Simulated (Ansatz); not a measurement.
## GeH$_{2}$, singlet along the angle H2-Ge1-H3

Starting geometry (PBE0/def2-TZVP stationary point for this spin, not checked as a minimum):

```yaml
atoms:
  - { symbol: Ge, position_ang: [0.0000, -0.0303, 0.0000] }
  - { symbol: H, position_ang: [0.0000, 1.0906, -1.1335] }
  - { symbol: H, position_ang: [0.0000, 1.0906, 1.1335] }
```

From there the angle named below is changed in its plane at fixed bond lengths, both arms turning rigidly about the middle atom; atoms are numbered as listed. Energies are in eV, counted from the starting geometry at the same level.

Basis cc-pVDZ; Ansatz 0.2.0. Correlated methods freeze the noble-gas cores and the filled d shells of p-block atoms. R marks a restricted (for open shells ROHF) determinant. No spin–orbit coupling is included, and no scalar relativity.

The determinant at some points fills πx and πy unequally, so it is a mixture of Σ and Δ, which weighs on every level built on one determinant.

Full CI is exact within this basis and frozen core; it isn't the basis-set limit.

```
angle H2-Ge1-H3 (°)  RCCSD
               69.8  0.330
               89.2  0.004
               90.6  0.000
              102.6  0.073
              124.5  0.640
              141.9  1.427
              160.9  2.521
              180.0  3.324
```

Question: Estimate the full CI curve in cc-pVDZ from this one, knowing how RCCSD errs.

Answer: The computed full CI values, in eV from the starting point, and the error of RCCSD against them:
```csv
angle H2-Ge1-H3 (°),full CI,RCCSD less full CI
69.8,0.322,0.008
89.2,0.004,0.000
90.6,0.000,0.000
102.6,0.073,0.001
124.5,0.631,0.009
141.9,1.402,0.025
160.9,2.444,0.077
180.0,3.092,0.232
```

Full CI's occupations show more than one leading determinant at 180.0.

The error spans 0.232 eV and is largest, 0.232 eV, at 180.0 °.
